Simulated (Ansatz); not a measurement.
Chalcopyrite ZnGeP2 was calculated with RPBE (plane waves, PAW; Ansatz, a quantum-chemistry and plane-wave program).

Numerical settings: plane-wave cutoff 520 eV, 10×10×10 k mesh, Fermi–Dirac smearing 0.01 eV, scalar-relativistic PAW data made under PBE.

Cell (measured lattice):

Space group I-42d (No. 122); a = 5.460 Å, b = 5.460 Å, c = 10.710 Å, α = 90.00°, β = 90.00°, γ = 90.00°

```tsv
atom	site	symmetry	x	y	z
Zn	4a	-4..	0.0000	0.0000	0.0000
Ge	4b	-4..	0.0000	0.0000	0.5000
P	8d	.2.	0.2522	0.2500	0.1250
```
(The calculation used a cell of 8 atoms; values per cell refer to that cell.)

Q: Estimate the band gap and smallest direct gap on the k points sampled that the calculation returns.

A: 
band gap: 1.25 eV (indirect)
smallest direct gap on the k points sampled: 1.44 eV

Measured, for comparison: band gap 2.05 eV (temperature not stated, not corrected to a static lattice, pseudodirect, our sources range from 1.80 to 2.20; as tabulated in Rashkeev et al. (1999), arXiv:cond-mat/9809378).

Note: cell and atoms aren't relaxed at this level (pressure 4.2 GPa).

Spin–orbit coupling is not included.

The computed numbers hold no vibrational or temperature effects.

It cost very roughly 120 core-seconds of CPU time.
